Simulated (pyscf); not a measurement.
PySCF, gas phase, ωB97X-D3(BJ)/def2-SVP geometries.

For the elementary gas-phase step HO–Sb(OH)–OH + H atom (H•) → HO–Sb•–OH + water (H₂O) (doublet surface; O–Sb broken, H–O formed), what barrier and reaction energy does PBE/def2-TZVP give, measured from the separated reactants?

ΔE‡ = 11.7 kJ/mol, ΔE = -121.0 kJ/mol. ωB97M-D3(BJ)/def2-TZVP gives 47.6 kJ/mol and -129.6 kJ/mol. Zero-point energy shifts the barrier by +3.7 kJ/mol. It is a substitution at O, with an imaginary mode of 1608i cm⁻¹. On the product side the descent ends in a bound adduct, 42.8 kJ/mol under the separated species and 214.7 kJ/mol under the saddle at ωB97X-D3(BJ)/def2-TZVP. At ωB97X-D3(BJ)/def2-TZVP the barrier from the zero used here is 57.8 kJ/mol. One saddle was located; it need not be the lowest between these sides. The angle at the attacked O is 151°. Elements past Kr carry the def2 core potentials, without spin-orbit coupling.
